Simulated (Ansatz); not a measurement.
The first iterations of a band of AlH₃NS (6 atoms, charge 0, multiplicity 2).

These are results of UKS PBE-D4/def2-SVP in Ansatz 0.2.0, not measurements.

| Quantity | Value |
| --- | --- |
| movable images | 7 |
| climbing image | yes |
| spring | 5.0 eV/Å² |
| optimiser | quadratic models (default) |
| start path | IDPP |
| force threshold | 0.03 eV/Å |
| iteration limit | 10 |
| end points | relaxed |

Image 0:

```xyz
6
Properties=species:S:1:pos:R:3
N -0.921 0.198 -0.986
Al 0.143 -0.799 0.053
S 1.381 0.312 1.541
H -0.989 1.220 -0.955
H -1.544 -0.173 -1.707
H 1.973 -0.822 2.007
```

Image 8:

```xyz
6
Properties=species:S:1:pos:R:3
N -0.363 0.982 -0.867
Al 0.781 0.090 0.183
S -0.045 -1.700 1.229
H -0.129 1.820 -1.404
H -1.344 0.731 -1.020
H 1.142 -1.986 1.833
```

| iteration | highest image above the first end (eV) | largest band force component (eV/Å) |
| --- | --- | --- |
| 1 | 0.290 | 1.043 |
| 2 | 0.215 | 0.470 |

Task: Does the band converge within its limit, and where does its top end?

Result: The forces met the threshold. It ended after 6 iterations with the highest image 0.189 eV above the first end. Another band between the same ends (7 images) ends at a top of the same energy, where a vibrational analysis finds 1 clearly imaginary mode.

Time of the run: 37 s on 1 thread of AMD EPYC 9R45 96-Core Processor (Zen 5), on a shared host, peak memory 0.16 GiB.
